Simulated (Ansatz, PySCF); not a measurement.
System: ethanol, C2H6O, charge 0, multiplicity 1. 
Geometry from a B3LYP-D3(BJ)/def2-TZVP (Ansatz, a first-principles code) optimisation:
```xyz
9

C      1.1718    -0.4079     0.0081
C      0.0038     0.5538    -0.0092
O     -1.1993    -0.2136     0.0022
H     -1.9515     0.3866    -0.0087
H      0.0464     1.2144     0.8659
H      0.0484     1.1848    -0.9058
H      2.1164     0.1393     0.0001
H      1.1395    -1.0312     0.9029
H      1.1415    -1.0607    -0.8654
```
Charge 0, spin multiplicity 1.

PBE beside other levels, property by property. Correlated levels leave the core frozen unless marked. Open shells are spin-unrestricted. Spin-orbit coupling is left out. Non-relativistic. CBS marks a two-point X^-3 extrapolation of the correlation energy; Hartree-Fock from the larger set. [CCSD(T)-MP2]/basis is that difference in the basis named. Rows marked 298 K are enthalpies with B3LYP-D3(BJ) harmonic zero-point and thermal terms from PySCF. Enthalpies of formation rest on the atoms' values in the G2/97 table (older ones for B and Si), with no core term in the frozen-core levels. The coupled-cluster column (Ansatz) is a level with limits of its own: (a) RI-MP2/CBS(aug-cc-pVTZ,aug-cc-pVQZ)+[CCSD(T)-MP2]/aug-cc-pVTZ; (b) RI-MP2/CBS(cc-pVTZ,cc-pVQZ)+[CCSD(T)-MP2]/cc-pVTZ.

| property | B3LYP-D3(BJ)/def2-TZVPD (Ansatz + dftd3) | wB97M-V/def2-TZVPD (Ansatz) | B2PLYP-D3(BJ)/def2-TZVPD (Ansatz + dftd3) | coupled cluster | measured |
|---|---|---|---|---|---|
| C-H bond dissociation enthalpy, 298 K, to [CH2]CO + H atom (kcal/mol) | 100.2 | 101.9 | 100.1 | 103.2 (b) | - |
| enthalpy of formation at 298 K by atomisation (kcal/mol) | -55.0 | -55.3 | -46.4 | -56.5 (a) | -56.1 |
| C-C bond dissociation enthalpy, 298 K, to [CH3] (CH3) + [CH2]O (kcal/mol) | 81.8 | 87.1 | 83.9 | 87.4 (a) | - |
| proton affinity at O, enthalpy at 298 K, to CC[OH2+] (kcal/mol) | 186.4 | 183.6 | 185.0 | 185.9 (b) | - |
| C-H bond dissociation enthalpy, 298 K, to C[CH]O + H atom (kcal/mol) | 91.6 | 93.5 | 91.8 | 95.7 (b) | - |
| C-O bond dissociation enthalpy, 298 K, to [CH2]C + [OH] (HO) (kcal/mol) | 88.8 | 93.5 | 91.0 | 94.4 (a) | - |

Measured values: Active Thermochemical Tables 1.112 (ions: stationary electron), as tabulated in the package chemicals; they hold spin-orbit effects, and any other conformers, which all levels lack, and core correlation, which the frozen-core levels lack.

**Question.** What does PBE/def2-TZVPD (Ansatz) give for each property, and on which side of the measured value, or else of coupled cluster, does it fall?

**Answer.** 
- C-H bond dissociation enthalpy, 298 K, to [CH2]CO + H atom: PBE lies 5.1 kcal/mol below coupled cluster; PBE gives 98.1 kcal/mol.
- enthalpy of formation at 298 K by atomisation: PBE lies 9.7 kcal/mol below the measured value; PBE gives -65.8 kcal/mol.
- C-C bond dissociation enthalpy, 298 K, to [CH3] (CH3) + [CH2]O: PBE lies 3.5 kcal/mol below coupled cluster; PBE gives 83.9 kcal/mol.
- proton affinity at O, enthalpy at 298 K, to CC[OH2+]: PBE lies 1.3 kcal/mol below coupled cluster; PBE gives 184.6 kcal/mol.
- C-H bond dissociation enthalpy, 298 K, to C[CH]O + H atom: PBE lies 7.2 kcal/mol below coupled cluster; PBE gives 88.5 kcal/mol.
- C-O bond dissociation enthalpy, 298 K, to [CH2]C + [OH] (HO): PBE lies 0.7 kcal/mol below coupled cluster; PBE gives 93.7 kcal/mol.
